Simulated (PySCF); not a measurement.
phosphine (H₃P), SMILES P.

Geometry: PBE0-D3(BJ)/def2-TZVPD.

Two levels are set side by side: PBE/def2-TZVPD (PySCF) and ωB97X/def2-TZVPD (PySCF). Same geometry, gas phase. Differences are taken from unrounded values.

```
quantity                      ωB97X    PBE  PBE minus ωB97X
---------------------------  ------  -----  ---------------
orbital gap (eV)              12.24   6.39            -5.86
highest occupied level (eV)  -10.26  -6.71             3.55
lowest empty level (eV)        1.98  -0.32            -2.31
dipole moment (D)              0.68   0.61            -0.06
mean polarisability (bohr³)    30.4   31.3              0.8
```

Without exact exchange PBE keeps part of each electron's self-repulsion, which lifts occupied levels and narrows the gap. Differences between two approximate levels are no errors against the true value.

Rough cost on one machine, each run with all the roots and properties that it gave: ωB97X against PBE within a factor of 2.
